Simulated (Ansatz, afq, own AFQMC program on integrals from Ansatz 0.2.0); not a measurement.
AFQMC on a folder of integrals that Ansatz 0.2.0 wrote.

```yaml
crystal:
  periodic: [false, false, false]
  atoms:
    - {symbol: N, position_ang: [0.000000, 0.000000, 0.000000]}
    - {symbol: O, position_ang: [0.000000, 0.000000, 1.098000]}
basis:
  gaussian: {orbitals: 6-31G}
magnetization: {spin_polarized: false, initial_magnetization: 3}
correlation: {method: ccsd_t, electrons: outside_noble_gas, hamiltonian_folder: ham}
```

```sh
$ ansatz run in.yaml --threads 1 --pin off --events-out ev --progress --plain --max-ram 24576MiB --backend cuda --devices 0, --max-vram 18GiB
```

afq runs on the folder ham with

```
--method free --trial cisd --walkers 4000 --time-step 0.03 --max-blocks 4000 --target-error 0.0004 --factor-cut 1e-05 --seed 330 --times 0,0.21,0.42,0.81,1.2,1.8,2.4,3 --taylor-order 8
```

Times are imaginary, in 1/Eh. The walk had a cap of 61 s.

Log:

```
orbitals 16  electrons 7 4  factors 92 of 212
reference energy -128.95737648 Eh
CCSD correlation -0.18519128 Eh in 10 cycles, weight of the determinant in the CISD state 0.9248
repeat  energy at the last time / Eh  error
    10  -129.147351  0.000213
    20  -129.147355  0.000183
    30  -129.147424  0.000138
time / (1/Eh)  energy / Eh  error  mean overlap
  0.00  -129.142579  0.000043  1.0814
  0.21  -129.145403  0.000050  1.0810
  0.42  -129.146403  0.000050  1.0823
  0.81  -129.147077  0.000048  1.0839
  1.20  -129.147433  0.000046  1.0836
  1.80  -129.147520  0.000079  1.0866
  2.40  -129.147652  0.000166  1.0912
  3.00  -129.147421  0.000134  1.0963
energy -129.147421 +/- 0.000134 Eh
```

The run passed its tests (error under three times the target), which doesn't prove that it has relaxed.

Against this walk (error 3.6 meV) on the same determinant: CCSD(T) 28.6 meV higher, CCSDT(Q) 3.6 meV lower (within the noise), CCSDTQ 2.8 meV lower (within the noise), full CI 4.1 meV lower (within the noise). The error is statistical, and a free projection of finite length keeps a remainder of its start. The last points scatter (meV from the last: 9.4 ± 1.3 at 0.81, -0.3 ± 1.3 at 1.20, -2.7 ± 2.2 at 1.80, -6 ± 5 at 2.40, 0 ± 4 at 3.00); the last is the one printed as the energy, and the gaps above move with that scatter.

Cautions: remainder of the start not in the error; lower spins were not checked.

The walk took 8.1 s on 1 × NVIDIA H100 80GB HBM3 with 2 threads of AMD EPYC 7R13 Processor (Zen 3), on a shared host (the card was shared). The log's last line is the free-projection energy.

CCSDT and higher add their correlation energy to the determinant of the CCSD(T) run, since their own runs factorise the integrals more tightly (a shift of under 2 meV). A walk keeps the symmetry of its determinant, which the program's search chose and which needn't be the lowest solution, so a lower state of the same spin and another symmetry isn't excluded.
